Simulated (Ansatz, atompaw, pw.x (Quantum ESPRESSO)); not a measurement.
# Ta (Z = 73): does the PAW (atompaw) potential hold in the solid?

atompaw 4.2.0.5 input, output lines left out:

```
Ta 73
GGA-PBESOL scalarrelativistic loggrid 2001 logderivrange -2 5 176
6 6 5 4 0 0
6 1 0
5 2 3
0 0 0
c
c
c
c
c
v
c
c
c
c
v
c
c
v
c
2
3.44 2.86 3.04 1.88
y
2.9
n
y
3.5
n
y
3.1
n
custom polynom2 7 10 vanderbiltortho gaussian
3 0 troulliermartins
3.44
2.86
3.44
3.44
3.44
3.38
```

Atomic tests: cutoffs needed: 10 Ry and 25 Ry (the cutoffs (Ry, on a coarse ladder) from which the occupation-weighted sum of valence levels, in a spherical-Bessel basis at the reference potential, stays within 10 and 1 mRy of its value at 400 Ry); ghost test: no extra level below or beside the all-electron valence levels (s, p, d, f tested) (spherical-Bessel basis up to 400 Ry, 20 bohr box); lowest eigenvalue of the overlap operator: 0.74 (s channel).

Crystal test: sc Ta in pw.x 7.5, no spin, 12³ k-points, Fermi–Dirac smearing 0.01 Ry, cutoffs 40/400 Ry. The reference is all-electron LAPW (Ansatz 0.2.0) with the same functional, mesh and smearing; V0 and B0 come from Birch–Murnaghan fits to the pressures at five volumes. Errors are pseudo minus all-electron; Δ is the rms difference of the E(V) curves that follow from these fits, minima aligned, over ±6 % about the mean V0. Mesh and smearing are coarse, so the numbers serve the comparison and aren't converged zero-temperature values; the lattice is a test structure that the element need not adopt.

All-electron: a0 = 2.707 Å (V0 = 19.84 Å³/atom), B0 = 154.9 GPa.

How far does the potential miss the all-electron equation of state?

mean pressure error (GPa): +40.62. The pressure does not cross zero within the volumes sampled, so no fit is given. The largest radius (3.44 bohr) exceeds half the bond length (2.55 bohr), so the spheres overlap, which is one possible source of error among others. This is a poor potential for the solid.

```json
{"V (Å³/atom)": "18.657", "P all-electron (GPa)": "10.78", "P pseudo (GPa)": "55.46"}
{"V (Å³/atom)": "19.148", "P all-electron (GPa)": "5.93", "P pseudo (GPa)": "48.43"}
{"V (Å³/atom)": "19.639", "P all-electron (GPa)": "1.64", "P pseudo (GPa)": "42.14"}
{"V (Å³/atom)": "20.130", "P all-electron (GPa)": "-2.16", "P pseudo (GPa)": "36.43"}
{"V (Å³/atom)": "20.621", "P all-electron (GPa)": "-5.52", "P pseudo (GPa)": "31.29"}
```

At the middle volume, how do free energy and pressure move when the wave cutoff is lowered (ecutrho held at 400 Ry)?

| cutoff (Ry) | shift of F (meV/atom) | shift of P (GPa) |
| --- | --- | --- |
| 18 | +10.6 | -0.06 |
| 24 | +5.5 | -0.20 |
| 32 | +1.3 | -0.03 |

The 8 pw.x runs together took about 95 s on one core of a shared server CPU.
